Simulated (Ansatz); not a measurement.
`[F][AlH2]` + `[SiH3]S` → `[AlH2][S][SiH3]` + H–F at 600 K and 1 bar (ligand exchange at the Al–F bond).

Program: Ansatz. Geometries: PBE0-D4/def2-TZVP. ΔE: electronic, gas phase. CCSD(T)/CBS is the MP2 limit (def2-TZVPP, def2-QZVPP) plus CCSD(T) − MP2 in def2-TZVPP, frozen cores. This one scheme is used for every species.

```
          species  CCSD(T)/CBS energy (Eh)  H − E (kJ/mol)  S (J/(mol·K))
      `[F][AlH2]`               -343.06661            68.4          279.9
        `[SiH3]S`               -689.27336           126.3          326.2
`[AlH2][S][SiH3]`               -931.92152           160.7          409.9
              H–F               -100.39570            42.3          194.0
```

H − E and S are ideal-gas, rigid-rotor, harmonic terms from PBE0-D4/def2-TZVP. 1 Eh = 2625.50 kJ/mol, R = 8.31446 J/(mol·K).

Problem. By hand: ΔE, ΔH, ΔS and ΔG.

Solution. ΔE = (-931.92152) + (-100.39570) − (-343.06661) − (-689.27336) = 0.02275 Eh = 59.7 kJ/mol. Δ(H − E) = 160.7 + 42.3 − 68.4 − 126.3 = 8.3, so ΔH = 68.0 kJ/mol. ΔS = 409.9 + 194.0 − 279.9 − 326.2 = -2.2 J/(mol·K). ΔG = 68.0 − 600 × (-2.2)/1000 = 69.3 kJ/mol.

Problem. By hand: the equilibrium constant, and the temperature at which ΔG would vanish if ΔH and ΔS stayed fixed.

Solution. log₁₀ K = −ΔG/(RT ln 10) = -6.0. ΔH and −TΔS have one sign here, so there is no such temperature.

The number of gas molecules stays the same, so ΔS is small and ΔH decides. A doubt of 5 kJ/mol in ΔE shifts log₁₀ K by 0.4 here. These are equilibria of isolated gas molecules and say nothing of rates. Largest T1 diagnostic: 0.012 (customary marks: 0.02 for closed shells, 0.045 for open ones).

ΔS is within the doubt of such terms, so its sign, and with it that verdict, could turn.
